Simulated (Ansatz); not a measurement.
Born–Oppenheimer molecular dynamics of AlFH₄ (6 atoms, charge 0, multiplicity 1). It starts at the highest image of a converged band, a first-order saddle point between two minima.

Method: RKS PBE0-D4/def2-SVP (Ansatz).

```json
{
 "ensemble": "NVE (velocity Verlet)",
 "time step": "0.5 fs",
 "steps asked": "200",
 "starting velocities drawn for": "300 K",
 "seed": "4661"
}
```

First frame:

```xyz
6
Properties=species:S:1:pos:R:3
Al 0.016 -0.324 -0.118
F 0.021 -0.089 1.851
H 1.408 0.175 -0.678
H -1.406 0.102 -0.666
H 0.061 -1.856 0.588
H 0.037 -1.092 1.625
```

Problem. How far do the bonds stretch over the last three quarters of this one trajectory? (Pairs bonded in most of those frames.)

Solution. 
| bond | mean (Å) | spread (Å) | shortest | longest |
| --- | --- | --- | --- | --- |
| Al1–F2 | 1.700 | 0.123 | 1.52 | 1.94 |
| Al1–H3 | 1.584 | 0.023 | 1.54 | 1.62 |
| Al1–H4 | 1.581 | 0.028 | 1.54 | 1.63 |
| H5–H6 | 0.773 | 0.032 | 0.73 | 0.86 |

Pairs bonded in part of these frames only: Al1–H5 5 %, Al1–H6 10 %.

Mean temperature of the second half: 1877 K. The conserved energy stayed within 0.17 meV per atom of its start (net change -0.027 meV per atom), so the integration is sound. The kinetic energy rose, since the run started high on the potential surface and went downhill. It ends in pieces (AlFH2 + H2), so much of that is their flight and rotation, not heat. A run of 0.1 ps of so small a system gives no equilibrium averages. The orbitals stay closed-shell, which can raise the energy where a bond breaks towards radicals; this wasn't checked here.

Time of the run: 2.3 min on 1 thread of Intel(R) Xeon(R) Platinum 8488C (Sapphire Rapids), with other jobs on the host, peak memory 0.12 GiB.
